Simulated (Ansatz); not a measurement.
# C2H3ClO: the cost of one run

Computed with Ansatz 0.2.0, Gaussian basis. Level: unrestricted cation, the program's frozen cores in correlated methods.

Levels to be run: UKS PBE-D4/def2-TZVPP; UKS r2SCAN-D4/def2-TZVPP; UKS PBE0-D4/def2-TZVPP; UKS B3LYP-D4/def2-TZVPP; UKS wB97X-V/def2-TZVPP; UKS wB97M-V/def2-TZVPP; UKS B2PLYP/def2-TZVPP; UHF-CCSD(T)/def2-TZVPP; UHF-MP2/def2-QZVPP; extrapolation to the limit; then −ε(HOMO) from the neutral's earlier runs with LDA (SPW92), PBE-D4, revPBE-D4, BLYP-D4, r2SCAN-D4, B97M-V, PBE0-D4, B3LYP-D4, r2SCANh-D4, r2SCAN0-D4, HSE06-D4, BHLYP-D4, CAM-B3LYP-D4, LC-ωPBE, ωB97X-V, ωB97M-V.

## 1. Structure used throughout

An earlier PBE0-D4 in a triple-zeta def2 set relaxation fixed the geometry.

SMILES `CC(=O)Cl`, 7 atoms, charge 0, spin multiplicity 1.

Atoms are counted from 1 here; the program's logs count them from 0.

Bond lengths: C1–C2 1.491 Å, C1–H5 1.089 Å, C1–H6 1.091 Å, C1–H7 1.091 Å, C2–O3 1.179 Å, C2–Cl4 1.794 Å. Angles: C2–C1–H5 109.4°, C2–C1–H6 109.4°, C2–C1–H7 109.4°, H5–C1–H6 110.6°, H5–C1–H7 110.6°, H6–C1–H7 107.3°, C1–C2–O3 127.8°, C1–C2–Cl4 111.8°, O3–C2–Cl4 120.4°.

## 2. Cation, UKS PBE-D4/def2-TZVPP

in.yaml reads:

```yaml
crystal:
  periodic: [false, false, false]
  atoms:
    - {symbol: C, position_ang: [0.144707, 0.666771, 0.108718]}
    - {symbol: C, position_ang: [0.017291, -0.815932, 0.021548]}
    - {symbol: O, position_ang: [0.681655, -1.630900, 0.554888]}
    - {symbol: Cl, position_ang: [-1.337211, -1.306827, -1.046886]}
    - {symbol: H, position_ang: [0.973201, 0.921270, 0.767532]}
    - {symbol: H, position_ang: [-0.788502, 1.089998, 0.483902]}
    - {symbol: H, position_ang: [0.308868, 1.075619, -0.889701]}
basis:
  gaussian: {orbitals: def2-TZVPP}
total_charge: 1
magnetization: {spin_polarized: true, initial_magnetization: 1}
hamiltonian: {xc: pbe, dispersion: d4}
```

On the command line:

```bash
ansatz run in.yaml --threads 4 --pin off --events-out ev --progress --plain --max-ram 10444MiB
```

What time and memory should one allow on 4 threads of Arm Neoverse V1, shared host?

About 3.8 s, with a peak of 0.25 GiB.
